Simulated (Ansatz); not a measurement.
A run of Ansatz (development build ahead of 0.2.0) on singlet C2H4O2 at this shape:

```xyz
8

C     0.0000   -0.8542   -0.0602
O     0.0000   -0.8423    1.0411
O     0.0000    0.1339   -0.7816
C     0.0000    1.2875   -0.1691
H     0.0000   -1.6944   -0.6409
H     0.0000    1.9921   -0.8903
H    -0.8206    1.3850    0.4153
H     0.8206    1.3850    0.4153
```

Its results:

```json
{"Converged": "yes", "Total energy": "-227.82655 hartree", "Spin squared of the determinant": "0.000"}
```

Problem. Which input gives this output? Name the method, the orbitals and the basis set, and write the input.

Solution. RHF in cc-pVTZ. An unrestricted run that stays on the closed shell gives the same numbers.

```yaml
crystal:
  periodic: [false, false, false]
  atoms:
    - { symbol: C, position_ang: [0.0, -0.85422, -0.06015] }
    - { symbol: O, position_ang: [0.0, -0.84232, 1.04108] }
    - { symbol: O, position_ang: [0.0, 0.13387, -0.7816] }
    - { symbol: C, position_ang: [0.0, 1.28754, -0.16905] }
    - { symbol: H, position_ang: [0.0, -1.69442, -0.64088] }
    - { symbol: H, position_ang: [0.0, 1.99207, -0.89034] }
    - { symbol: H, position_ang: [-0.82064, 1.38505, 0.41525] }
    - { symbol: H, position_ang: [0.82064, 1.38505, 0.41525] }
basis:
  gaussian: { orbitals: cc-pVTZ }
hamiltonian:
  xc: hf
```

Caution: no unrestricted run beside it, a lower state can exist.
